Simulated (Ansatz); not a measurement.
Molecule: BCl₃ (charge -1, doublet). 
Structure (B3LYP-D3(BJ)/def2-TZVP (Ansatz, an electronic-structure program) minimum search):
```
B
Cl 1 1.8649
Cl 1 1.8649 2 112.11
Cl 1 1.8649 2 112.11 3 127.13
```
Charge -1, spin multiplicity 2.

Basis-set convergence of Hartree-Fock and CCSD correlation energies (hartree) with Ansatz. Valence correlation only, unless marked. Open shells are spin-unrestricted. Spin-orbit coupling is left out. No relativistic terms. This anion needs diffuse functions, which these sets lack.

| basis | functions | E(HF) | E(corr, CCSD) |
|---|---|---|---|
| cc-pV(D+d)Z | 83 | -1403.32862 | -0.53040 |
| cc-pV(T+d)Z | 147 | [?] | [?] |

Problem. Some entries are withheld; supply them.

Solution. 
- cc-pV(T+d)Z, E(HF): -1403.37878
- cc-pV(T+d)Z, E(corr, CCSD): -0.71251
